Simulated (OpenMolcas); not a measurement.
# C2H6Si (SMILES CC[SiH]): a chain of runs

Aim: a single-point energy (HF/ANO-R0), then the energy (CASSCF(2,2)/ANO-R1), then an energy scan (CASPT2(2,2)/ANO-R1), then the energy along one coordinate (SC-NEVPT2(2,2)/ANO-R1), then the energy along one coordinate (MC-PDFT[tPBE](2,2)/ANO-R1) of C2H6Si. 

The calculation is run with OpenMolcas 26.06.

## (1) The molecule

C2H6Si: 9 atoms, total charge 0, spin state singlet. SMILES: `CC[SiH]`. The shape is that of a PBE0-D4/def2-TZVP optimisation. This is one conformer, not always the lowest.

Bond lengths: C1–C2 1.523 Å, C2–Si3 1.891 Å, C1–H4 1.094 Å, C1–H5 1.093 Å, C1–H6 1.092 Å, C2–H7 1.095 Å, C2–H8 1.111 Å, Si3–H9 1.532 Å. Some angles: C1–C2–Si3 121.0°, C1–C2–H7 111.7°, C1–C2–H8 109.8°, Si3–C2–H7 110.3°, Si3–C2–H8 97.9°, C2–C1–H4 112.0°, C2–C1–H5 111.1°, C2–C1–H6 111.0°, C2–Si3–H9 94.7°, H7–C2–H8 104.1°.

## (2) A single-point energy at HF/ANO-R0 (sfX2C) (run 1)

Contents of geom.xyz:

```xyz
9

C     -0.593600     0.495600    -0.562700
C      0.423400    -0.563800    -0.158900
Si     1.475100    -0.358700     1.398700
H     -1.208900     0.173100    -1.407700
H     -0.098000     1.423000    -0.860500
H     -1.258400     0.736300     0.269500
H      1.051000    -0.864800    -1.004300
H     -0.103000    -1.497700     0.133400
H      0.401100     0.410600     2.175300
```

Contents of step1.input:

```
* C2H6Si Hartree-Fock

&GATEWAY
 Coord = geom.xyz
 Basis = ANO-R0
 Group = NoSym

&SEWARD

&SCF
 PrOrbitals = 0

&LOCALISATION
 Occupied
 Freeze
 Pipek-Mezey

&LOCALISATION
 FileOrb = $Project.LocOrb
 Virtual
 Pipek-Mezey
```

Run with:

```sh
$ export MOLCAS_MEM=1860
$ pymolcas step1.input > step1.log
```

Output:

```text
--- Start Module: gateway ---
[...]
--- Stop Module: gateway /rc=_RC_ALL_IS_WELL_ ---
[...]
      Basis functions           25
[...]
       Convergence after  12 Iterations
[...]
::    Total SCF energy                               -368.2120672951
[...]
      Total spin, S                                     0.0000000000
[...]
      Total electronic charge=   32.000000
      Total            charge=   -0.000000
[...]
      Dipole Moment (debye):
      Origin of the operator (angstrom)=    0.6549   -0.1804    0.5131
                   X=  2.7439E-01               Y= -5.4180E-01               Z= -1.3741E+00           Total=  1.5023E+00
      Quadrupole Moment (debye*angstrom):
[...]
--- Start Module: localisation ---
[...]
--- Stop Module: localisation /rc=_RC_ALL_IS_WELL_ ---
--- Start Module: localisation ---
[...]
--- Stop Module: localisation /rc=_RC_ALL_IS_WELL_ ---
[...]
```

Run time: 2.7 s. Hardware: 1 thread of Intel Xeon Platinum 8375C at 2.90GHz (Ice Lake), shared host; peak memory 0.38 GiB.

## (3) The energy at CASSCF(2,2)/ANO-R1 (sfX2C, RICD fitting) (run 2)

geom.xyz is that of step 2.

Contents of step2.inp:

```
&gateway
 coord=geom.xyz
 basis=ANO-R0
 group=NoSym

&seward

&rasscf
 fileorb=$CurrDir/step1.LocOrb
 alter=2
 1 10 16
 1 17 18
 spin=1
 nactel=2 0 0
 inactive=15
 ras2=2
 orblisting=Nothing
>>> COPY $Project.RunFile RUNFIL1
>>> COPY $Project.RasOrb INPORB

&gateway
 coord=geom.xyz
 basis=ANO-R1
 group=NoSym
 ricd

&seward
>>> COPY $Project.RunFile RUNFIL2

&expbas

&rasscf
 fileorb=$Project.ExpOrb
 spin=1
 nactel=2 0 0
 inactive=15
 ras2=2
 orblisting=Nothing
```

Run with:

```sh
$ export MOLCAS_MEM=1860
$ pymolcas step2.inp > step2.log
```

Output:

```text
--- Start Module: gateway ---
[...]
      Basis functions           25
[...]
      Number of active orbitals                  2
[...]
      Spin quantum number                      0.0
[...]
      Active orbitals                            2
[...]
      Number of CSFs                             3
[...]
      Number of root(s) required                 1
[...]
      Convergence after 11 iterations
[...]
      printout of CI-coefficients larger than  0.05 for root  1
      energy=    -368.219860
      conf/sym  11     Coeff  Weight
             1  20   0.99437 0.98878
             3  02  -0.10593 0.01122
      Natural orbitals and occupation numbers for root  1
      sym 1:   1.977558   0.022442
      ************************************************************************************************************************
      *                                                    Final results                                                     *
[...]
::    RASSCF root number  1 Total energy:   -368.21986035
[...]
      Basis functions           76
[...]
      Convergence after 16 iterations
[...]
      Natural orbitals and occupation numbers for root  1
      sym 1:   1.979236   0.020764
      ************************************************************************************************************************
      *                                                    Final results                                                     *
[...]
::    RASSCF root number  1 Total energy:   -368.77324293
[...]
      Total electronic charge=   32.000000
      Total            charge=   -0.000000
[...]
      Dipole Moment (debye):
      Origin of the operator (angstrom)=    0.6549   -0.1804    0.5131
                   X= -7.8943E-01               Y=  9.1804E-02               Z= -7.6419E-01           Total=  1.1025E+00
      Quadrupole Moment (debye*angstrom):
[...]
```

It took 7.8 s on 1 thread of Intel Xeon Platinum 8375C at 2.90GHz (Ice Lake), shared host; peak memory 0.38 GiB.

## (4) An energy scan at CASPT2(2,2)/ANO-R1 (sfX2C, RICD fitting, ipea shift 0.25 Eh, pt2 variant SS) (run 3)

Contents of step3.input:

```
>>> COPY $CurrDir/step2.RasOrb $Project.RasOrb
>>> ForEach K in (1, 2, 3, 4, 5, 6, 7, 8, 9)

&GATEWAY
  Coord=$CurrDir/point$K.xyz
  Basis=ANO-R1
  Group=NoSym
  RICD

&SEWARD

&RASSCF
  FileOrb=$Project.RasOrb
  Spin=1
  Nactel=2 0 0
  Inactive=15
  Ras2=2
  OrbListing=Nothing

&CASPT2
  Imaginary=0.2
  Frozen=7
>>> EndDo
```

Run with:

```sh
$ export MOLCAS_MEM=1860
$ pymolcas step3.input > step3.log
```

Output:

```text
[...]
      Basis functions           76
[...]
      Number of active orbitals                  2
[...]
      Spin quantum number                      0.0
[...]
      Active orbitals                            2
[...]
      Number of CSFs                             3
[...]
      Number of root(s) required                 1
[...]
      Convergence after 11 iterations
[...]
      printout of CI-coefficients larger than  0.05 for root  1
      energy=    -368.764257
      conf/sym  11     Coeff  Weight
             1  20   0.99638 0.99277
             3  02  -0.08505 0.00723
      Natural orbitals and occupation numbers for root  1
      sym 1:   1.985533   0.014467
      ************************************************************************************************************************
      *                                                    Final results                                                     *
[...]
::    RASSCF root number  1 Total energy:   -368.76425734
[...]
::    CASPT2 Root  1     Total energy:   -369.13582278
[...]
      Convergence after 10 iterations
[...]
      Natural orbitals and occupation numbers for root  1
      sym 1:   1.979257   0.020743
      ************************************************************************************************************************
      *                                                    Final results                                                     *
[...]
      Convergence after 18 iterations
[...]
      Convergence after 18 iterations
[...]
      Convergence after 20 iterations
[...]
::    RASSCF root number  1 Total energy:   -368.66385420
[...]
::    CASPT2 Root  1     Total energy:   -369.02862930
[...]
      Convergence after 22 iterations
[...]
::    RASSCF root number  1 Total energy:   -368.65970347
[...]
      Reference weight:           0.87451
[...]
::    CASPT2 Root  1     Total energy:   -369.02350840
[...]
```

It took 51 s on 1 thread of Intel Xeon Platinum 8375C at 2.90GHz (Ice Lake), shared host.

The scan, from its lowest point:

| H9–Si3 (Å) | energy (kJ/mol) |
| --- | --- |
| 1.379 | 21.4 |
| 1.532 | 0.0 |
| 1.686 | 12.3 |
| 1.916 | 57.6 |
| 2.222 | 128.8 |
| 2.605 | 205.2 |
| 3.065 | 266.0 |
| 3.678 | 302.9 |
| 4.597 | 316.3 |

## (5) The energy along one coordinate at SC-NEVPT2(2,2)/ANO-R1 (sfX2C, RICD fitting, pt2 variant SC-NEVPT2) (run 4)

Contents of step4.input:

```
>>> COPY $CurrDir/step2.RasOrb $Project.RasOrb
>>> ForEach K in (1, 2, 3, 4, 5, 6, 7, 8, 9)

&GATEWAY
 Coord=$CurrDir/point$K.xyz
 Basis=ANO-R1
 Group=NoSym
 RICD

&SEWARD

&RASSCF
 FileOrb=$Project.RasOrb
 Spin=1
 Nactel=2 0 0
 Inactive=15
 Ras2=2
 OrbListing=Nothing

&CASPT2
 SC-NEVPT2
 Frozen=7
>>> EndDo
```

Run with:

```sh
$ export MOLCAS_MEM=1860
$ pymolcas step4.input > step4.log
```

Output:

```text
--- Start Module: gateway ---
[...]
      Basis functions           76
[...]
      Number of active orbitals                  2
[...]
      Spin quantum number                      0.0
[...]
      Active orbitals                            2
[...]
      Number of CSFs                             3
[...]
      Number of root(s) required                 1
[...]
      Convergence after 11 iterations
[...]
      printout of CI-coefficients larger than  0.05 for root  1
      energy=    -368.764257
      conf/sym  11     Coeff  Weight
             1  20   0.99638 0.99277
             3  02  -0.08505 0.00723
      Natural orbitals and occupation numbers for root  1
      sym 1:   1.985533   0.014467
      ************************************************************************************************************************
      *                                                    Final results                                                     *
[...]
::    RASSCF root number  1 Total energy:   -368.76425734
[...]
::    SC-NEVPT2 Root  1     Total energy:   -369.13103939
[...]
      Convergence after 10 iterations
[...]
      Natural orbitals and occupation numbers for root  1
      sym 1:   1.979257   0.020743
      ************************************************************************************************************************
      *                                                    Final results                                                     *
[...]
      Convergence after 18 iterations
[...]
      Convergence after 18 iterations
[...]
      Convergence after 20 iterations
[...]
::    RASSCF root number  1 Total energy:   -368.66385420
[...]
::    SC-NEVPT2 Root  1     Total energy:   -369.02844287
[...]
      Convergence after 22 iterations
[...]
::    RASSCF root number  1 Total energy:   -368.65970347
[...]
::    SC-NEVPT2 Root  1     Total energy:   -369.02376873
[...]
```

It took 50 s on 1 thread of Intel Xeon Platinum 8375C at 2.90GHz (Ice Lake), shared host.

The scan, from its lowest point:

| H9–Si3 (Å) | energy (kJ/mol) |
| --- | --- |
| 1.379 | 22.7 |
| 1.532 | 0.0 |
| 1.686 | 11.2 |
| 1.916 | 55.0 |
| 2.222 | 124.3 |
| 2.605 | 198.4 |
| 3.065 | 256.9 |
| 3.678 | 292.1 |
| 4.597 | 304.3 |

## (6) The energy along one coordinate at MC-PDFT[tPBE](2,2)/ANO-R1 (sfX2C, RICD fitting) (run 5)

Contents of step5.input:

```
* C2H6Si MC-PDFT
>>> COPY $CurrDir/step2.RasOrb $Project.RasOrb
>>> ForEach K in (1, 2, 3, 4, 5, 6, 7, 8, 9)

&GATEWAY
  Coord=$CurrDir/point$K.xyz
  Basis=ANO-R1
  Group=NoSym
  RICD

&SEWARD

&RASSCF
  FileOrb=$Project.RasOrb
  Spin=1
  Nactel=2 0 0
  Inactive=15
  Ras2=2
  OrbListing=Nothing

&MCPDFT
  KSDFT=T:PBE
>>> EndDo
```

Run with:

```sh
$ export MOLCAS_MEM=1860
$ pymolcas step5.input > step5.log
```

Output:

```text
--- Start Module: gateway ---
[...]
      Basis functions           76
[...]
      Number of active orbitals                  2
[...]
      Spin quantum number                      0.0
[...]
      Active orbitals                            2
[...]
      Number of CSFs                             3
[...]
      Number of root(s) required                 1
[...]
      Convergence after 11 iterations
[...]
      printout of CI-coefficients larger than  0.05 for root  1
      energy=    -368.764257
      conf/sym  11     Coeff  Weight
             1  20   0.99638 0.99277
             3  02  -0.08505 0.00723
      Natural orbitals and occupation numbers for root  1
      sym 1:   1.985533   0.014467
      ************************************************************************************************************************
      *                                                    Final results                                                     *
[...]
::    RASSCF root number  1 Total energy:   -368.76425734
[...]
::    MCPDFT root number  1 Total energy:   -369.61759506
[...]
      Convergence after 10 iterations
[...]
      Natural orbitals and occupation numbers for root  1
      sym 1:   1.979257   0.020743
      ************************************************************************************************************************
      *                                                    Final results                                                     *
[...]
      Convergence after 18 iterations
[...]
      Convergence after 18 iterations
[...]
      Convergence after 20 iterations
[...]
::    RASSCF root number  1 Total energy:   -368.66385420
[...]
::    MCPDFT root number  1 Total energy:   -369.50814424
[...]
      Convergence after 22 iterations
[...]
::    RASSCF root number  1 Total energy:   -368.65970347
[...]
::    MCPDFT root number  1 Total energy:   -369.50279941
[...]
```

Run time: 56 s. Hardware: 1 thread of Intel Xeon Platinum 8375C at 2.90GHz (Ice Lake), shared host.

The scan, from its lowest point:

| H9–Si3 (Å) | energy (kJ/mol) |
| --- | --- |
| 1.379 | 23.7 |
| 1.532 | 0.0 |
| 1.686 | 10.1 |
| 1.916 | 52.9 |
| 2.222 | 122.5 |
| 2.605 | 199.5 |
| 3.065 | 265.8 |
| 3.678 | 311.1 |
| 4.597 | 325.1 |

## (7) Summary of results

| quantity | value |
| --- | --- |
| run 1, HF/ANO-R0: total energy | -368.21207 Eh |
| run 1, HF/ANO-R0: dipole moment | 1.50 D |
| run 1, HF/ANO-R0: HOMO energy | -9.56 eV |
| run 1, HF/ANO-R0: LUMO energy | 0.09 eV |
| run 1, HF/ANO-R0: HOMO–LUMO gap | 9.65 eV |
| run 2, CASSCF(2,2)/ANO-R1: total energy | -368.77324 Eh |
| run 2, CASSCF(2,2)/ANO-R1: dipole moment (CASSCF density) | 1.10 D |
| run 3, CASPT2(2,2)/ANO-R1: lowest energy of the scan | -369.14398 Eh |
| run 4, SC-NEVPT2(2,2)/ANO-R1: lowest energy of the scan | -369.13969 Eh |
| run 5, MC-PDFT[tPBE](2,2)/ANO-R1: lowest energy of the scan | -369.62663 Eh |

In words: Mulliken charges (run 1, HF/ANO-R0) run from -0.81 on C1 to +0.51 on Si3.
